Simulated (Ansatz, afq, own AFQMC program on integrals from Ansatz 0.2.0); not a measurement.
**SiH₂O+ (doublet): AFQMC on the coupled-cluster ladder, cc-pVTZ**

How near does AFQMC come to the top of the ladder for SiH₂O+ (doublet)?

Program: Ansatz 0.2.0, Gaussian basis, and an in-house AFQMC program (afq) on its integrals; all values are calculated. Level of theory: cc-pVTZ, frozen cores. These are calculated values, not measurements.

The runs, in order: PBE (unrestricted); r2SCAN (unrestricted); CCSD(T) on UHF; PBE0 (unrestricted); B3LYP (unrestricted); wB97M-V (unrestricted); B2PLYP (unrestricted); Phaseless AFQMC, CISD trial on UHF.

## Step 1: What is computed

The geometry is a PBE0/def2-TZVP stationary point (not a proven minimum) of the parent state, kept for this charge and spin.

4 atoms, charge 1, spin multiplicity 2.

Atoms are counted from 1 here; the program's logs count them from 0.

Bond lengths: Si1–O2 1.516 Å, Si1–H3 1.486 Å, Si1–H4 1.486 Å. Angles: O2–Si1–H3 124.0°, O2–Si1–H4 124.0°, H3–Si1–H4 111.9°.

## Step 2: PBE (unrestricted)

in.yaml

```yaml
crystal:
  periodic: [false, false, false]
  atoms:
    - {symbol: Si, position_ang: [0.000000, 0.000000, 0.489694]}
    - {symbol: O, position_ang: [0.000000, 0.000000, -1.026105]}
    - {symbol: H, position_ang: [0.000000, 1.230909, 1.321383]}
    - {symbol: H, position_ang: [0.000000, -1.230909, 1.321383]}
basis:
  gaussian: {orbitals: cc-pVTZ}
total_charge: 1
magnetization: {spin_polarized: true, initial_magnetization: 1}
hamiltonian: {xc: {name: PBE}}
output: {orbitals: {seedname: orbitals}}
```

Started as:

```sh
> ansatz run in.yaml --threads 1 --pin off --events-out ev --progress --plain --max-ram 8192MiB --backend cpu
```

Log:

```text
Functional definition: PBE
  name "PBE"
  cite "Perdew, Burke & Ernzerhof, Phys. Rev. Lett. 77, 3865 (1996) doi:10.1103/PhysRevLett.77.3865"
  parent pbe
  parameter kappa = 0.804
  parameter beta = 0.06672455060314922
  exchange = pbe_x(kappa = kappa, mu = beta*pi^2/3)
  correlation = pbe_c(beta = beta)
562 factors; their error is unknown
mean field evaluation 1: about -9911.2351 eV, gradient 8.8e1 eV
mean field evaluation 2: about -9631.8578 eV, gradient 1.6e2 eV
mean field evaluation 4: about -9932.8197 eV, gradient 3.9e1 eV
mean field evaluation 8: about -9940.8437 eV, gradient 3.4e-1 eV
mean field evaluation 16: about -9940.8133 eV, gradient 1.1e-3 eV
mean field evaluation 32: about -9939.8462 eV, gradient 1.0e1 eV
mean field -9940.81331173 eV, -365.3181510807 hartree, gradient 4.6e-5 eV, S^2 0.755678; 4 other end points of the search recorded, 0 dependent functions left out
reference -9940.81334084 eV, -365.3181521506 hartree; 12, 11 occupied and 80, 81 virtual orbitals, 562 factors
Total energy: -9940.81334084 eV, -365.3181521506 hartree
```

It took 3.1 s on 1 thread, shared host; peak memory 1.6 GiB.

From the report: ⟨S²⟩ of the determinant 0.756 (pure doublet: 0.75).

## Step 3: r2SCAN (unrestricted)

Changes to in.yaml since step 2:

```diff
@@ -11,3 +11,2 @@
 magnetization: {spin_polarized: true, initial_magnetization: 1}
-hamiltonian: {xc: {name: PBE}}
-output: {orbitals: {seedname: orbitals}}
+hamiltonian: {xc: {name: r2SCAN}}
```

The command is unchanged.

Log:

```text
Functional definition: r2SCAN
  name "r2SCAN"
  cite "Furness, Kaplan, Ning, Perdew & Sun, J. Phys. Chem. Lett. 11, 8208 (2020) doi:10.1021/acs.jpclett.0c02405"
  cite "Furness, Kaplan, Ning, Perdew & Sun, J. Phys. Chem. Lett. 11, 9248 (2020) doi:10.1021/acs.jpclett.0c03077"
  parent r2scan
  parameter k0 = 0.174
  parameter k1 = 0.065
  parameter a1 = 4.9479
  exchange = r2scan_x(k0 = k0, k1 = k1, a1 = a1)
  correlation = r2scan_c
562 factors; their error is unknown
mean field evaluation 1: about -9918.6919 eV, gradient 8.3e1 eV
mean field evaluation 2: about -9676.5133 eV, gradient 1.5e2 eV
mean field evaluation 4: about -9940.0504 eV, gradient 3.2e1 eV
mean field evaluation 8: about -9945.4027 eV, gradient 1.4e-1 eV
mean field evaluation 16: about -9945.3737 eV, gradient 2.7e-4 eV
mean field -9945.37367909 eV, -365.4857414902 hartree, gradient 1.6e-5 eV, S^2 0.760671; 1 other end points of the search recorded, 0 dependent functions left out
reference -9945.37368934 eV, -365.4857418670 hartree; 12, 11 occupied and 80, 81 virtual orbitals, 562 factors
Total energy: -9945.37368934 eV, -365.4857418670 hartree
```

Run time: 3.7 s. Hardware: 1 thread, shared host; peak memory 1.6 GiB.

From the report: ⟨S²⟩ of the determinant 0.761 (pure doublet: 0.75).

## Step 4: CCSD(T) on UHF

Changes to in.yaml since step 3:

```diff
@@ -11,2 +11,2 @@
 magnetization: {spin_polarized: true, initial_magnetization: 1}
-hamiltonian: {xc: {name: r2SCAN}}
+correlation: {method: ccsd_t, electrons: outside_noble_gas, hamiltonian_folder: ham}
```

Started as:

```sh
> ansatz run in.yaml --threads 1 --pin off --events-out ev --progress --plain --max-ram 24576MiB --backend cuda --devices 0, --max-vram 18GiB
```

Log:

```text
Functional definition: HF
  name "HF"
  cite "Fock, Z. Phys. 61, 126 (1930) doi:10.1007/BF01340294"
  parent pbe
  exchange = exact_x
  correlation = 0
539 factors; integrals over basis functions are off by at most 1.6e-3 eV
mean field evaluation 1: about -9905.5813 eV, gradient 5.8e1 eV
mean field evaluation 2: about -9905.5898 eV, gradient 5.8e1 eV
mean field evaluation 4: about -9920.2715 eV, gradient 6.7e0 eV
mean field evaluation 8: about -9922.6920 eV, gradient 2.0e0 eV
mean field evaluation 16: about -9922.7243 eV, gradient 2.7e-6 eV
mean field evaluation 32: about -9922.0784 eV, gradient 1.0e-4 eV
mean field evaluation 64: about -9914.7313 eV, gradient 1.1e1 eV
mean field evaluation 96: about -9919.3612 eV, gradient 8.7e0 eV
mean field evaluation 128: about -9922.7241 eV, gradient 7.0e-2 eV
mean field evaluation 160: about -9913.0964 eV, gradient 1.1e1 eV
mean field evaluation 192: about -9917.9065 eV, gradient 4.6e0 eV
mean field evaluation 224: about -9916.5652 eV, gradient 4.9e-1 eV
mean field evaluation 256: about -9911.7470 eV, gradient 1.2e0 eV
mean field evaluation 288: about -9913.0025 eV, gradient 1.3e0 eV
mean field evaluation 320: about -9913.8585 eV, gradient 1.2e0 eV
mean field evaluation 352: about -9913.6121 eV, gradient 6.2e0 eV
mean field evaluation 384: about -9913.4985 eV, gradient 4.1e0 eV
mean field evaluation 416: about -9922.7228 eV, gradient 3.1e-1 eV
mean field -9922.72426893 eV, -364.6533910191 hartree, gradient 2.7e-6 eV, S^2 0.760468; 8 other end points of the search recorded, 0 dependent functions left out
determinant -9922.72426893 eV, -364.6533910191 hartree, with singles and doubles -9931.20041685 eV, -364.9648837099 hartree
determinant -9922.07837248 eV, -364.6296547623 hartree, with singles and doubles -9930.37973213 eV, -364.9347241027 hartree
determinant -9920.78399137 eV, -364.5820871340 hartree, with singles and doubles -9929.32531540 eV, -364.8959750024 hartree
6 core orbitals not correlated: weight in the atoms' cores, before any rotation towards them, 1.000 or more for the frozen orbitals, at most 0.000 for the correlated occupied ones
reference -9922.72426893 eV, -364.6533910191 hartree; 6, 5 occupied and 80, 81 virtual orbitals, 539 factors
second order -7.58380474 eV of doubles, -0.00000000 eV of singles
cycle   1  -8.37019063 eV  change   -8.7e-1 eV  update   2.4e-2
cycle   2  -8.39337208 eV  change   -2.3e-2 eV  update   7.5e-3
cycle   3  -8.39812881 eV  change   -4.8e-3 eV  update   4.3e-3
cycle   4  -8.40273543 eV  change   -4.6e-3 eV  update   2.9e-3
cycle   5  -8.40697957 eV  change   -4.2e-3 eV  update   1.8e-3
cycle   6  -8.40857061 eV  change   -1.6e-3 eV  update   8.0e-4
cycle   7  -8.40878456 eV  change   -2.1e-4 eV  update   2.3e-4
cycle   8  -8.40885672 eV  change   -7.2e-5 eV  update   7.5e-5
cycle   9  -8.40884527 eV  change    1.1e-5 eV  update   2.6e-5
cycle  10  -8.40883827 eV  change    7.0e-6 eV  update   1.0e-5
perturbative correction -0.26901874 eV, -0.0098862564 hartree
Total energy: -9931.40212594 eV, -364.9722963822 hartree
```

It took 7.5 s on 1 × H100 (card shared with other runs) with 1 thread, shared host; peak host memory 1.6 GiB.

From the report: ⟨S²⟩ of the determinant 0.760 (pure doublet: 0.75); correlation -8.6779 eV; T1 0.031; largest double amplitude 0.04.

This run also writes the integrals to the folder ham.

## Step 5: PBE0 (unrestricted)

Changes to in.yaml since step 4:

```diff
@@ -11,2 +11,3 @@
 magnetization: {spin_polarized: true, initial_magnetization: 1}
-correlation: {method: ccsd_t, electrons: outside_noble_gas, hamiltonian_folder: ham}
+hamiltonian: {xc: {name: PBE0}}
+output: {orbitals: {seedname: orbitals}}
```

Started as:

```sh
> ansatz run in.yaml --threads 1 --pin off --events-out ev --progress --plain --max-ram 8192MiB --backend cpu
```

Log:

```text
Functional definition: PBE0
  name "PBE0"
  cite "Adamo & Barone, J. Chem. Phys. 110, 6158 (1999) doi:10.1063/1.478522"
  cite "Perdew, Burke & Ernzerhof, Phys. Rev. Lett. 77, 3865 (1996) doi:10.1103/PhysRevLett.77.3865"
  parent pbe
  parameter a = 0.25
  parameter kappa = 0.804
  parameter beta = 0.06672455060314922
  exchange = (1 - a)*pbe_x(kappa = kappa, mu = beta*pi^2/3) + a*exact_x
  correlation = pbe_c(beta = beta)
571 factors; their error is unknown
mean field evaluation 1: about -9916.6856 eV, gradient 7.9e1 eV
mean field evaluation 2: about -9696.4654 eV, gradient 1.4e2 eV
mean field evaluation 4: about -9939.3655 eV, gradient 2.0e1 eV
mean field evaluation 8: about -9941.4300 eV, gradient 8.2e-2 eV
mean field evaluation 16: about -9941.4579 eV, gradient 2.1e-5 eV
mean field -9941.45794911 eV, -365.3418410674 hartree, gradient 2.1e-5 eV, S^2 0.758142; 1 other end points of the search recorded, 0 dependent functions left out
reference -9941.45797082 eV, -365.3418418654 hartree; 12, 11 occupied and 80, 81 virtual orbitals, 571 factors
Total energy: -9941.45797082 eV, -365.3418418654 hartree
```

Wall time 1.8 s (1 thread, shared host); peak memory 1.6 GiB.

From the report: ⟨S²⟩ of the determinant 0.758 (pure doublet: 0.75).

## Step 6: B3LYP (unrestricted)

Changes to in.yaml since step 5:

```diff
@@ -11,3 +11,2 @@
 magnetization: {spin_polarized: true, initial_magnetization: 1}
-hamiltonian: {xc: {name: PBE0}}
-output: {orbitals: {seedname: orbitals}}
+hamiltonian: {xc: {name: B3LYP}}
```

Launched as before.

Log:

```text
Functional definition: B3LYP
  name "B3LYP"
  cite "Stephens, Devlin, Chabalowski & Frisch, J. Phys. Chem. 98, 11623 (1994) doi:10.1021/j100096a001"
  cite "Becke, Phys. Rev. A 38, 3098 (1988) doi:10.1103/PhysRevA.38.3098"
  cite "Lee, Yang & Parr, Phys. Rev. B 37, 785 (1988) doi:10.1103/PhysRevB.37.785"
  cite "Vosko, Wilk & Nusair, Can. J. Phys. 58, 1200 (1980) doi:10.1139/p80-159"
  parameter a0 = 0.2
  parameter ax = 0.72
  parameter ac = 0.81
  exchange = (1 - a0 - ax)*slater_x + ax*b88_x + a0*exact_x
  correlation = (1 - ac)*vwn_rpa_c + ac*lyp_c
571 factors; their error is unknown
mean field evaluation 1: about -9921.0428 eV, gradient 8.3e1 eV
mean field evaluation 2: about -9689.3877 eV, gradient 1.5e2 eV
mean field evaluation 4: about -9945.0375 eV, gradient 2.3e1 eV
mean field evaluation 8: about -9947.6849 eV, gradient 5.1e-2 eV
mean field evaluation 16: about -9947.7004 eV, gradient 5.7e-5 eV
mean field -9947.70041962 eV, -365.5712476277 hartree, gradient 1.7e-5 eV, S^2 0.757518; 1 other end points of the search recorded, 0 dependent functions left out
reference -9947.70060414 eV, -365.5712544087 hartree; 12, 11 occupied and 80, 81 virtual orbitals, 571 factors
Total energy: -9947.70060414 eV, -365.5712544087 hartree
```

It took 2 s on 1 thread, shared host; peak memory 1.8 GiB.

From the report: ⟨S²⟩ of the determinant 0.758 (pure doublet: 0.75).

## Step 7: wB97M-V (unrestricted)

Changes to in.yaml since step 6:

```diff
@@ -11,2 +11,3 @@
 magnetization: {spin_polarized: true, initial_magnetization: 1}
-hamiltonian: {xc: {name: B3LYP}}
+hamiltonian: {xc: {name: wB97M-V}}
+output: {orbitals: {seedname: orbitals}}
```

The command is unchanged.

Log:

```text
Functional definition: wB97M-V
  name "wB97M-V"
  cite "Mardirossian & Head-Gordon, J. Chem. Phys. 144, 214110 (2016) doi:10.1063/1.4952647"
  cite "Becke, J. Chem. Phys. 107, 8554 (1997) doi:10.1063/1.475007"
  cite "Vydrov & Van Voorhis, J. Chem. Phys. 133, 244103 (2010) doi:10.1063/1.3521275"
  # Of w^i u^j: cxij and so on, Table III.
  parameter omega = 0.3/bohr
  parameter cx = 0.15
  parameter cx01 = 1.007
  parameter cx10 = 0.259
  parameter css00 = 0.443
  parameter css04 = -1.437
  parameter css10 = -4.535
  parameter css20 = -3.390
  parameter css43 = 4.278
  parameter cos00 = 1.000
  parameter cos10 = 1.358
  parameter cos20 = 2.924
  parameter cos21 = -8.812
  parameter cos60 = -1.390
  parameter cos61 = 9.142
  parameter b = 6.0
  parameter c = 0.01
  gx(w, u) = 1 - cx + cx01*u + cx10*w
  gss(w, u) = css00 + css04*u^4 + css10*w + css20*w^2 + css43*w^4*u^3
  gos(w, u) = cos00 + cos10*w + (cos20 + cos21*u)*w^2 + (cos60 + cos61*u)*w^6
  exchange = spin_sum(e_x_unif_sr(omega)*gx(b97_w, b97_u_x)) + cx*exact_x_sr(omega) + exact_x_lr(omega)
  correlation = spin_sum(e_c_pw_mod_same_spin*gss(b97_w, b97_u_same))
      + integral(e_c_pw_mod_opposite_spin*gos(b97_w_opposite, b97_u_opposite)) + vv10(b, c)
571 factors; their error is unknown
121 factors; integrals over basis functions are off by at most 2.1e-5 eV
mean field evaluation 1: about -9923.5138 eV, gradient 7.4e1 eV
mean field evaluation 2: about -9791.6772 eV, gradient 1.5e2 eV
mean field evaluation 4: about -9944.8283 eV, gradient 7.9e0 eV
mean field evaluation 8: about -9945.8017 eV, gradient 3.3e-1 eV
mean field evaluation 16: about -9945.8115 eV, gradient 1.8e-3 eV
mean field -9945.81147153 eV, -365.5018300655 hartree, gradient 8.2e-6 eV, S^2 0.756869; 1 other end points of the search recorded, 0 dependent functions left out
reference -9945.81150649 eV, -365.5018313504 hartree; 12, 11 occupied and 80, 81 virtual orbitals, 571 factors
Total energy: -9945.81150649 eV, -365.5018313504 hartree
```

Run time: 12 s. Hardware: 1 thread, shared host; peak memory 1.8 GiB.

From the report: ⟨S²⟩ of the determinant 0.757 (pure doublet: 0.75).

## Step 8: B2PLYP (unrestricted)

Changes to in.yaml since step 7:

```diff
@@ -11,3 +11,3 @@
 magnetization: {spin_polarized: true, initial_magnetization: 1}
-hamiltonian: {xc: {name: wB97M-V}}
-output: {orbitals: {seedname: orbitals}}
+hamiltonian: {xc: {name: B2PLYP}}
+correlation: {electrons: outside_noble_gas}
```

The command is unchanged.

Log:

```text
Functional definition: B2PLYP
  name "B2PLYP"
  cite "Grimme, J. Chem. Phys. 124, 034108 (2006) doi:10.1063/1.2148954"
  cite "Becke, Phys. Rev. A 38, 3098 (1988) doi:10.1103/PhysRevA.38.3098"
  cite "Lee, Yang & Parr, Phys. Rev. B 37, 785 (1988) doi:10.1103/PhysRevB.37.785"
  parameter a = 0.53
  parameter c = 0.27
  exchange = (1 - a)*b88_x + a*exact_x
  correlation = (1 - c)*lyp_c + c*(mp2_os + mp2_ss)
539 factors; integrals over basis functions are off by at most 1.6e-3 eV
mean field evaluation 1: about -9918.2701 eV, gradient 7.1e1 eV
mean field evaluation 2: about -9918.3443 eV, gradient 7.2e1 eV
mean field evaluation 4: about -9933.3095 eV, gradient 2.7e1 eV
mean field evaluation 8: about -9939.9071 eV, gradient 2.3e0 eV
mean field evaluation 16: about -9939.9432 eV, gradient 6.0e-3 eV
mean field evaluation 32: about -9877.8886 eV, gradient 4.7e1 eV
mean field -9939.94317958 eV, -365.2861743142 hartree, gradient 7.3e-6 eV, S^2 0.758551; 2 other end points of the search recorded, 0 dependent functions left out
6 core orbitals not correlated: weight in the atoms' cores, before any rotation towards them, 1.000 or more for the frozen orbitals, at most 0.000 for the correlated occupied ones
reference -9939.94329655 eV, -365.2861786128 hartree; 6, 5 occupied and 80, 81 virtual orbitals, 539 factors
second order -9.41472138 eV of doubles, -0.00000000 eV of singles
Total energy: -9942.48527133 eV, -365.3795944627 hartree
```

Wall time 3.8 s (1 thread, shared host); peak memory 1.8 GiB.

From the report: ⟨S²⟩ of the determinant 0.759 (pure doublet: 0.75).

## Step 9: Phaseless AFQMC, CISD trial on UHF

It reads the integrals that the CCSD(T) run on this determinant wrote.

Started as:

```sh
> afq ham --method phaseless --trial cisd --walkers 600 --populations 10 --least-time 60 --time-step 0.005 --steps-per-block 50 --equilibration-blocks 28 --max-blocks 4000 --target-error 0.0002 --factor-cut 1e-05 --start spin_pure --seed 5290 --release-times 0.24,0.5,1,1.5 --release-step 0.02 --release-every 3 --taylor-order 6
```

Log:

```text
orbitals 86  electrons 6 5  factors 534 of 539
reference energy -364.65339102 Eh
CCSD correlation -0.30901923 Eh in 14 cycles, weight of the determinant in the CISD state 0.8810
energy of the start -364.962222 Eh
 block  time / (1/Eh)  mean weight  energy / Eh
     1     0.250  0.9997  -364.960774
     2     0.500  0.9991  -364.965326
     3     0.750  1.0007  -364.966324
     4     1.000  1.0004  -364.969093
     5     1.250  1.0008  -364.969951
     6     1.500  1.0005  -364.971340
     7     1.750  1.0005  -364.971071
     8     2.000  1.0004  -364.969240
     9     2.250  1.0002  -364.969556
    10     2.500  0.9999  -364.971879
    13     3.250  0.9998  -364.973927
    17     4.250  1.0004  -364.971987
    21     5.250  0.9992  -364.972294
    25     6.250  0.9998  -364.970825
    29     7.250  1.0000  -364.972810
    33     8.250  0.9996  -364.971649
    37     9.250  1.0005  -364.970484
    41    10.250  0.9997  -364.970487
    45    11.250  0.9997  -364.973199
    49    12.250  1.0002  -364.975119
    53    13.250  1.0001  -364.973929
    57    14.250  0.9994  -364.972446
    61    15.250  1.0005  -364.971598
    65    16.250  0.9999  -364.974214
    69    17.250  1.0000  -364.976794
    73    18.250  0.9989  -364.974096
    77    19.250  1.0003  -364.977458
    81    20.250  0.9986  -364.977832
    85    21.250  0.9994  -364.971656
    89    22.250  0.9996  -364.975433
    93    23.250  0.9999  -364.974027
    97    24.250  0.9999  -364.971478
   101    25.250  0.9982  -364.975390
   105    26.250  1.0004  -364.973772
   109    27.250  1.0007  -364.975221
   113    28.250  0.9993  -364.972500
   117    29.250  1.0006  -364.974020
   121    30.250  0.9988  -364.975112
   125    31.250  0.9995  -364.972662
   129    32.250  0.9973  -364.973375
   133    33.250  0.9995  -364.973430
   137    34.250  0.9978  -364.972135
   141    35.250  0.9997  -364.973083
   145    36.250  1.0009  -364.973619
   149    37.250  1.0010  -364.973822
   153    38.250  0.9999  -364.972156
   157    39.250  1.0004  -364.970684
   161    40.250  0.9996  -364.972708
   165    41.250  1.0000  -364.973052
   169    42.250  0.9995  -364.969653
   173    43.250  1.0002  -364.973304
   177    44.250  0.9998  -364.973938
error from the spread of 10 populations
released: time / (1/Eh)  energy / Eh  error  mean overlap
  0.24  -364.974281  0.000205  0.9870
  0.50  -364.974088  0.000214  0.9883
  1.00  -364.973974  0.000168  0.9895
  1.50  -364.974536  0.000311  0.9823
energy -364.973499 +/- 0.000195 Eh
```

Run time: 70 s. Hardware: 1 × H100 (card shared with other runs) with 2 threads, shared host.

Energy -9931.4348 ± 0.0053 eV. Caveats: constraint bias not in the error.

## Step 10: All levels side by side

On the UHF determinant, counted from CCSD(T) (a yardstick, not exact):

```csv
level,energy (eV),from CCSD(T) (meV),statistical error (meV),time
HF,-9922.7243,+8677.9,,
MP2,-9930.3081,+1094.1,,
CCSD,-9931.1331,+269.0,,
CCSD(T),-9931.4021,0.0,,
"Phaseless AFQMC, CISD trial, step 0.005, 600 walkers",-9931.4348,-32.7,5.3,70 s
```

The functionals' totals stand on their own zeros and serve differences with other points: PBE -9940.813 eV; r2SCAN -9945.374 eV; PBE0 -9941.458 eV; B3LYP -9947.701 eV; wB97M-V -9945.812 eV; B2PLYP -9942.485 eV.

## Step 11: Summary of results

| quantity | value |
| --- | --- |
| Phaseless AFQMC, CISD trial on UHF from CCSD(T) | -32.7 ± 5.3 meV |

In words: On UHF the phaseless walk with the CISD trial lies -32.7 meV from CCSD(T), 6 times its error bar. Error bars are statistical and leave out the constraint, the time step and what remains of the start.
